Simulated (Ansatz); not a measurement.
Barrier H + HO via H2O, on the benchmark's geometries as Psi4's copy gives them; open shells unrestricted, no zero-point energy, no spin–orbit coupling.
Transition structure (charge 0, multiplicity 3, Z-matrix in Å and degrees):
```
O
H 1 1.1893
H 2 0.9116 1 180.00
```

The values were computed with Ansatz (Gaussian orbitals). 

The barrier height (kcal/mol) and the share of exact exchange:

```csv
functional,exact exchange (%),value
PBE/def2-TZVPPD,0,3.59
PBE0/def2-TZVPPD,25,7.05
BLYP/def2-TZVPPD,0,1.44
B3LYP/def2-TZVPPD,20,4.03
BHLYP/def2-TZVPPD,50,7.47
r2SCAN/def2-TZVPPD,0,3.12
```

**Question.** Take the value as linear in the share of exact exchange along PBE and PBE0. Give the slope, say whether the sign turns, and set the other functionals against that line.

**Answer.** 
Slope: (7.05 − (3.59))/2.5 = 1.38 kcal/mol for each 10 %. The line keeps its sign from 0 to 100 %. At 50 % it gives 10.5 kcal/mol. The LYP pair gives (7.47 − (1.44))/5 = 1.21 for each 10 %. BHLYP, at 50 %, lies -3.0 from the PBE line. B3LYP, at 20 %, lies -2.3 from the PBE line. r2SCAN, with none, stands -0.5 from PBE.

Ansatz is a first-principles code.
